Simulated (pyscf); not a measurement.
# Substitution at Ge: AsH (SMILES [AsH]) [triplet] + GeH₄ (SMILES [GeH4]) -> H₃Ge–AsH• (SMILES [GeH3][AsH]) + H• (SMILES [H])

Gas phase, triplet surface, charge 0. Bonds broken: Ge3–H4. Bonds formed: As1–Ge3. Optimised with ωB97X-D3(BJ)/def2-SVP in PySCF. Correlated levels are frozen-core, on RHF or UHF. ΔMP2 is the change of the MP2 total energy from the triple- to the quadruple-zeta basis.

Transition state (Å):

```xyz
7

As    -0.4778    -0.0191     1.6168
H     -1.7826     0.7639     1.6769
Ge    -0.2516    -0.2519    -0.8254
H     -1.8976     0.7651    -0.4087
H      1.0782    -1.0580    -0.7309
H      0.1014     1.0030    -1.6403
H     -1.2306    -1.1846    -1.5569
```

One imaginary mode, 454i cm⁻¹; descent along it reached the two sides named.

```
bond     change  reactant side (Å)  saddle  product side
-------  ------  -----------------  ------  ------------
Ge3–H4   breaks              1.536   1.979           3.8
As1–Ge3   forms                3.7   2.464         2.400
```

Electronic energies relative to the separated reactants (kcal/mol):

```csv
level,barrier,reaction energy,reverse barrier
ωB97X-D3(BJ)/def2-TZVP,29.1,+23.6,5.5
PBE/def2-TZVP,26.9,+26.2,0.8
r²SCAN/def2-TZVP,28.1,+28.5,-0.4
B3LYP-D3(BJ)/def2-TZVP,30.9,+29.9,1.0
PBE0-D3(BJ)/def2-TZVP,29.0,+26.6,2.4
M06-2X/def2-TZVP,35.6,+31.2,4.4
ωB97M-D3(BJ)/def2-TZVP,36.7,+31.5,5.2
HF/def2-TZVP,50.8,+34.9,15.9
MP2/def2-QZVPP,35.6,+27.8,7.8
CCSD/def2-TZVPP,39.6,+33.8,5.8
CCSD(T)/def2-TZVPP,36.9,+32.1,4.8
CCSD(T)/def2-TZVPP + ΔMP2(QZVPP),36.0,+31.5,4.4
```

With CCSD(T)/def2-TZVPP + ΔMP2(QZVPP) energies and thermal terms (ideal gas, 1 atm, RRHO with modes under 100 cm⁻¹ raised to 100, one conformer, R ln 2 for rigid chiral ones), in kcal/mol:

```json
[
 {"T (K)": "298", "ΔH‡": "33.9", "ΔG‡": "41.5", "ΔH": "+29.1", "ΔG": "+29.3"},
 {"T (K)": "600", "ΔH‡": "34.5", "ΔG‡": "49.1", "ΔH": "+30.4", "ΔG": "+29.1"},
 {"T (K)": "900", "ΔH‡": "35.2", "ΔG‡": "56.2", "ΔH": "+31.5", "ΔG": "+28.2"},
 {"T (K)": "1200", "ΔH‡": "35.8", "ΔG‡": "63.1", "ΔH": "+32.4", "ΔG": "+27.0"}
]
```

At r²SCAN this geometry lies under the product side: in single points on another level's saddle the reverse barrier vanishes, and the forward threshold there is about the reaction energy. H₃Ge–AsH• + H• also meet on a surface of lower spin, which isn't treated here. One saddle was located; it need not be the lowest between these sides. The angle at the attacked Ge is 71° (front-side attack). The CCSD(T) − MP2 part came from Ansatz, without density fitting, on the same reference. The frozen core leaves the outer d or s,p core shells of the metals and heavy elements correlated in the MP2 and CC values, and def2-TZVPP describes them poorly, which can shift differences by a few kcal/mol. Elements up to Kr have no core potential and no relativistic terms here.
